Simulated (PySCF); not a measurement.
PySCF input for ethane (C2H6), SMILES CC, TDDFT-PBE/def2-TZVPD. Coordinates come from a ωB97X-D3(BJ)/def2-TZVP optimisation.

```python
import numpy as np
from pyscf import gto, scf, dft, tdscf

mol = gto.M(
    atom='''
    C     0.00000000   -0.00000000   -0.76343425
    C    -0.00000000    0.00000000    0.76343425
    H    -0.88235451   -0.50942761   -1.15965496
    H     0.88235451   -0.50942761   -1.15965496
    H    -0.00000000    1.01885523   -1.15965495
    H    -0.88235451    0.50942761    1.15965496
    H     0.88235451    0.50942761    1.15965496
    H     0.00000000   -1.01885523    1.15965495
    ''',
    basis='def2-TZVPD',
    charge=0,
    spin=0,
    symmetry=True,
    max_memory=1600,
    verbose=4,
)
mf = dft.RKS(mol, xc='pbe').density_fit(auxbasis='def2-universal-jkfit')
mf.grids.level = 3
mf.conv_tol = 1e-9
mf.max_cycle = 100
mf.kernel()
mf.grids = dft.Grids(mol).set(level=1).build(with_non0tab=True)  # coarser grid for the response kernel
td = tdscf.TDDFT(mf)
td.singlet = True
td.nstates = 10
td.conv_tol = 1e-4
td.positive_eig_threshold = 1e-6
td.kernel(x0=td.get_init_guess(mf, 15))
td.analyze()
tt = tdscf.TDA(mf)
tt.singlet = False
tt.nstates = 4
tt.conv_tol = 1e-4
tt.positive_eig_threshold = 1e-6
tt.kernel(x0=tt.get_init_guess(mf, 9))
tt.analyze(verbose=3)
```

Output:

```
PySCF version 2.14.0

[INPUT] verbose = 4
[INPUT] num. atoms = 8
[INPUT] num. electrons = 18
[INPUT] charge = 0
[INPUT] spin (= nelec alpha-beta = 2S) = 0
[INPUT] symmetry True subgroup None
[INPUT] Mole.unit = angstrom
[INPUT] Symbol           X                Y                Z      unit          X                Y                Z       unit  Magmom
[INPUT]  1 C      0.000000000000   0.000000000000  -0.763434250000 AA    0.000000000000   0.000000000000  -1.442681646613 Bohr   0.0
[INPUT]  2 C      0.000000000000   0.000000000000   0.763434250000 AA    0.000000000000   0.000000000000   1.442681646613 Bohr   0.0
[INPUT]  3 H     -0.882354510000  -0.509427610000  -1.159654960000 AA   -1.667408368675  -0.962678663192  -2.191430273393 Bohr   0.0
[INPUT]  4 H      0.882354510000  -0.509427610000  -1.159654960000 AA    1.667408368675  -0.962678663192  -2.191430273393 Bohr   0.0
[INPUT]  5 H      0.000000000000   1.018855230000  -1.159654950000 AA    0.000000000000   1.925357345281  -2.191430254496 Bohr   0.0
[INPUT]  6 H     -0.882354510000   0.509427610000   1.159654960000 AA   -1.667408368675   0.962678663192   2.191430273393 Bohr   0.0
[INPUT]  7 H      0.882354510000   0.509427610000   1.159654960000 AA    1.667408368675   0.962678663192   2.191430273393 Bohr   0.0
[INPUT]  8 H      0.000000000000  -1.018855230000   1.159654950000 AA    0.000000000000  -1.925357345281   2.191430254496 Bohr   0.0

nuclear repulsion = 42.2235198773602
point group symmetry = D3d, use subgroup C2h
symmetry origin: [0.00000000e+00 0.00000000e+00 2.46716228e-17]
symmetry axis x: [0.00000000e+00 1.00000000e+00 2.35676054e-10]
symmetry axis y: [ 0.00000000e+00 -2.35676054e-10  1.00000000e+00]
symmetry axis z: [ 1.  0. -0.]
num. orbitals of irrep Ag = 41
num. orbitals of irrep Bg = 23
num. orbitals of irrep Au = 23
num. orbitals of irrep Bu = 41
number of shells = 56
number of NR pGTOs = 170
number of NR cGTOs = 128
basis = def2-TZVPD
ecp = {}


[settings echo left out]
init E= -79.5442337183646
HOMO (Ag) = -0.385475368161213  LUMO (Ag) = -0.0263069480102374  gap/eV = 9.77347
cycle= 1 E= -79.6710654097904  delta_E= -0.127  |g|= 0.467  |ddm|= 2.14
HOMO (Ag) = -0.210906626659546  LUMO (Ag) = 0.0197584968218329  gap/eV = 6.27672
cycle= 2 E= -79.5809562190963  delta_E= 0.0901  |g|= 0.741  |ddm|= 0.897
HOMO (Ag) = -0.298638266644701  LUMO (Ag) = -0.00211959843387177  gap/eV = 8.06868
cycle= 3 E= -79.7309020246354  delta_E= -0.15  |g|= 0.0296  |ddm|= 0.444
HOMO (Ag) = -0.299306980883038  LUMO (Ag) = -0.00268462169664119  gap/eV = 8.07151
cycle= 4 E= -79.7311071181792  delta_E= -0.000205  |g|= 0.00764  |ddm|= 0.0561
HOMO (Ag) = -0.299030706903036  LUMO (Ag) = -0.00273064177116211  gap/eV = 8.06274
cycle= 5 E= -79.7311217001211  delta_E= -1.46e-05  |g|= 0.00027  |ddm|= 0.0111
HOMO (Ag) = -0.299065889836847  LUMO (Ag) = -0.00276995590031959  gap/eV = 8.06262
cycle= 6 E= -79.731121717766  delta_E= -1.76e-08  |g|= 1.63e-05  |ddm|= 0.00117
HOMO (Ag) = -0.299072932480826  LUMO (Ag) = -0.00277263891274515  gap/eV = 8.06274
cycle= 7 E= -79.7311217178572  delta_E= -9.12e-11  |g|= 2.37e-06  |ddm|= 4.4e-05
HOMO (Ag) = -0.299071541850566  LUMO (Ag) = -0.00277211762627161  gap/eV = 8.06272
Extra cycle  E= -79.7311217178562  delta_E= 1.05e-12  |g|= 3.17e-06  |ddm|= 6.18e-06
converged SCF energy = -79.7311217178562
tot grids = 25192
Overwritten attributes  positive_eig_threshold  of <class 'pyscf.tdscf.rks.CasidaTDDFT'>


******** <class 'pyscf.tdscf.rks.CasidaTDDFT'> for <class 'pyscf.df.df_jk.DFSymAdaptedRKS'> ********
nstates = 10 singlet
deg_eia_thresh = 1.000e-03
wfnsym = None
conv_tol = 0.0001
eigh lindep = 1e-12
eigh level_shift = 0
eigh max_cycle = 100


Excitation energies (eV)
[8.09786613 8.09794464 8.83134955 8.83147872 8.92321753 9.58360159
 9.70078589 9.70590331 9.70620137 9.91698561]

** Singlet excitation energies and oscillator strengths **
Excited State   1:   Ag      8.09787 eV    153.11 nm  f=0.0000
       9 -> 10       -0.70681
Excited State   2:   Bg      8.09794 eV    153.11 nm  f=0.0000
       8 -> 10        0.70681
Excited State   3:   Bu      8.83135 eV    140.39 nm  f=0.0573
       9 -> 11        0.70594
Excited State   4:   Au      8.83148 eV    140.39 nm  f=0.0573
       8 -> 11        0.70594
Excited State   5:   Ag      8.92322 eV    138.95 nm  f=0.0000
       7 -> 10       -0.70283
Excited State   6:   Bu      9.58360 eV    129.37 nm  f=0.1416
       7 -> 11       -0.69846
Excited State   7:   Au      9.70079 eV    127.81 nm  f=0.0000
       8 -> 12        0.50267
       9 -> 13        0.49728
Excited State   8:   Bu      9.70590 eV    127.74 nm  f=0.0324
       8 -> 13        0.49846
       9 -> 12        0.49870
Excited State   9:   Au      9.70620 eV    127.74 nm  f=0.0324
       8 -> 12        0.49587
       9 -> 13       -0.50128
Excited State  10:   Bu      9.91699 eV    125.02 nm  f=0.2166
       7 -> 11        0.10061
       8 -> 13       -0.49076
       9 -> 12        0.49056

** Transition electric dipole moments (AU) **
state          X           Y           Z        Dip. S.      Osc.
  1        -0.0000      0.0000     -0.0000      0.0000      0.0000
  2         0.0000     -0.0000      0.0000      0.0000      0.0000
  3         0.0000      0.5144      0.0004      0.2646      0.0573
  4         0.5144      0.0000     -0.0000      0.2646      0.0573
  5         0.0000      0.0000      0.0000      0.0000      0.0000
  6         0.0000      0.0003     -0.7767      0.6032      0.1416
  7         0.0020      0.0000      0.0000      0.0000      0.0000
  8        -0.0000     -0.3692     -0.0001      0.1363      0.0324
  9         0.3694      0.0000     -0.0000      0.1364      0.0324
 10        -0.0000      0.0003      0.9442      0.8915      0.2166

** Transition velocity dipole moments (imaginary part, AU) **
state          X           Y           Z        Dip. S.      Osc.
  1        -0.0000      0.0000     -0.0000      0.0000      0.0000
  2         0.0000     -0.0000      0.0000      0.0000      0.0000
  3         0.0000      0.1683      0.0001      0.0283      0.0582
  4         0.1683      0.0000     -0.0000      0.0283      0.0582
  5         0.0000      0.0000      0.0000      0.0000      0.0000
  6         0.0000      0.0001     -0.2757      0.0760      0.1439
  7         0.0007      0.0000      0.0000      0.0000      0.0000
  8         0.0000     -0.1284     -0.0001      0.0165      0.0308
  9         0.1285      0.0000     -0.0000      0.0165      0.0309
 10        -0.0000      0.0001      0.3400      0.1156      0.2115

** Transition magnetic dipole moments (imaginary part, AU) **
state          X           Y           Z
  1         0.9014      0.0000     -0.0000
  2        -0.0000      0.9015     -0.0001
  3        -0.0000      0.0000     -0.0000
  4        -0.0000     -0.0000     -0.0000
  5        -0.0001      0.0000     -0.0000
  6        -0.0000      0.0000      0.0000
  7         0.0000      0.0000     -0.0000
  8        -0.0000     -0.0000     -0.0000
  9        -0.0000     -0.0000      0.0000
 10         0.0000     -0.0000      0.0000
Overwritten attributes  positive_eig_threshold  of <class 'pyscf.tdscf.rks.TDA'>


******** <class 'pyscf.tdscf.rks.TDA'> for <class 'pyscf.df.df_jk.DFSymAdaptedRKS'> ********
nstates = 4 triplet
deg_eia_thresh = 1.000e-03
wfnsym = None
conv_tol = 0.0001
eigh lindep = 1e-12
eigh level_shift = 0
eigh max_cycle = 100


Excitation energies (eV)
[7.89814976 7.89821256 8.62759569 8.62769888]

** Triplet excitation energies and oscillator strengths **
Excited State   1:   Ag      7.89815 eV    156.98 nm  f=0.0000
Excited State   2:   Bg      7.89821 eV    156.98 nm  f=0.0000
Excited State   3:   Bu      8.62760 eV    143.71 nm  f=0.0000
Excited State   4:   Au      8.62770 eV    143.70 nm  f=0.0000
```

The calculation finished and met its thresholds.
